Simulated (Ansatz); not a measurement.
# CH4Cl (doublet): wave-function methods side by side at distance C1–H5 along a hydrogen transfer = 1.557 Å, cc-pVDZ

Aim: climb from Hartree-Fock through coupled cluster and multireference methods for CH4Cl (doublet) at one geometry and basis, and see what each rung misses.

Computed with Ansatz 0.2.0, Gaussian basis. Level: cc-pVDZ, core rule «outside noble gas», up to 6 orbitals frozen.

The runs, in order: UHF; CCSD(T) on ROHF; CCSD(T) on UHF; BCCD(T) on ROHF; CISD; CCSDT(Q) on ROHF; CCSDT(Q) on UHF; CASSCF and MRCISD+Q, 3 electrons in 3 orbitals; CASSCF and NEVPT2, 3 electrons in 3 orbitals; CASSCF and MRCISD+Q, 15 electrons in 12 orbitals; CASSCF and NEVPT2, 15 electrons in 12 orbitals.

## 1. What is computed

The geometry derives from fragments relaxed apart (PBE0/def2-TZVP) and kept rigid, so it is no stationary point. A hydrogen atom is moved between rigid fragments.

6 atoms, charge 0, spin multiplicity 2.

Atoms are counted from 1 here; the program's logs count them from 0.

Bond lengths: C1–H2 1.090 Å, C1–H3 1.090 Å, C1–H4 1.090 Å, H5–Cl6 1.537 Å. Angles: H2–C1–H3 109.5°, H2–C1–H4 109.5°, H3–C1–H4 109.5°.

## 2. UHF

in.yaml reads:

```yaml
crystal:
  periodic: [false, false, false]
  atoms:
    - {symbol: C, position_ang: [-2.139270, 0.000000, 0.000000]}
    - {symbol: H, position_ang: [-2.502475, 1.027301, 0.000000]}
    - {symbol: H, position_ang: [-2.502475, -0.513650, 0.889668]}
    - {symbol: H, position_ang: [-2.502475, -0.513650, -0.889669]}
    - {symbol: H, position_ang: [-0.582270, 0.000000, 0.000000]}
    - {symbol: Cl, position_ang: [0.954730, 0.000000, 0.000000]}
basis:
  gaussian: {orbitals: cc-pVDZ}
magnetization: {spin_polarized: true, initial_magnetization: 1}
hamiltonian: {xc: hf}
output: {orbitals: {seedname: orbitals}}
```

Run with:

```sh
ansatz run in.yaml --threads 1 --pin off --events-out ev --progress --plain --max-ram 2816MiB --backend cpu
```

After this run come: CCSD(T) on ROHF; CCSD(T) on UHF; BCCD(T) on ROHF; CISD; CCSDT(Q) on ROHF; CCSDT(Q) on UHF; CASSCF and MRCISD+Q, 3 electrons in 3 orbitals; CASSCF and NEVPT2, 3 electrons in 3 orbitals; CASSCF and MRCISD+Q, 15 electrons in 12 orbitals; CASSCF and NEVPT2, 15 electrons in 12 orbitals.

Q: Predict the results of all the runs planned. Wanted: UCCSDT(Q) below the RHF energy; RMP2 from UCCSDT(Q); UMP2 from UCCSDT(Q); RCCSD from UCCSDT(Q); RCCSD(T) from UCCSDT(Q); UCCSD(T) from UCCSDT(Q); RCCSDT(Q) from UCCSDT(Q); NEVPT2 pair from UCCSDT(Q); MRCISD+Q pair from UCCSDT(Q).

As calculated:

| quantity | value |
| --- | --- |
| UCCSDT(Q) below the RHF energy | -9.2528 eV |
| RMP2 from UCCSDT(Q) | +29.49 kcal/mol |
| UMP2 from UCCSDT(Q) | +30.11 kcal/mol |
| RCCSD from UCCSDT(Q) | +5.37 kcal/mol |
| RCCSD(T) from UCCSDT(Q) | +0.87 kcal/mol |
| UCCSD(T) from UCCSDT(Q) | +0.88 kcal/mol |
| RCCSDT(Q) from UCCSDT(Q) | +0.01 kcal/mol |
| NEVPT2 pair from UCCSDT(Q) | +27.00 kcal/mol |
| MRCISD+Q pair from UCCSDT(Q) | +2.14 kcal/mol |
| NEVPT2 valence from UCCSDT(Q) | +34.79 kcal/mol |
| levels within 1 kcal/mol (43 meV) | RCCSD(T), UCCSD(T), BCCD(T), RCCSDT, UCCSDT, RCCSDT(Q), MRCISD+Q valence |
| T1 diagnostic | 0.026 |
| effectively unpaired electrons | 1.02 |

In words: RCCSD(T) lands +0.87 kcal/mol from the yardstick (0.4 % of the correlation energy). One determinant dominates. Of the multireference levels listed MRCISD+Q valence comes nearest in total energy (+0.80 kcal/mol), which doesn't show that its space is the better one. These misses are within one basis, not against nature; the frozen cores of restricted and unrestricted runs differ, which can shift their rows.
